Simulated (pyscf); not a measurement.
PySCF, gas phase, ωB97X-D3(BJ)/def2-SVP geometries.

### Question
`[NH]=[Si]` [singlet] + `[H][H]` → `[NH]=[SiH2]`
Surface: singlet. Broken: H–H. Formed: H–Si, H–Si. Give ΔE‡ and ΔE from ωB97M-D3(BJ)/def2-TZVP, relative to the separated reactants.

### Answer
ΔE‡ = 3.31 eV, ΔE = -0.12 eV. Zero-point energy shifts the barrier by +0.02 eV. It is an insertion, with an imaginary mode of 1711i cm⁻¹. The same reactants have a lower exit, to H₂N–SiH: [singlet] (barrier +1.67 eV at ωB97M-D3(BJ)/def2-TZVP, against +3.31 eV here). HN=SiH₂ lies 0.79 eV over its isomer H₂N–SiH: [singlet] (electronic energy, ωB97M-D3(BJ)/def2-TZVP). This is the saddle that the search found; another between the same sides may lie lower.
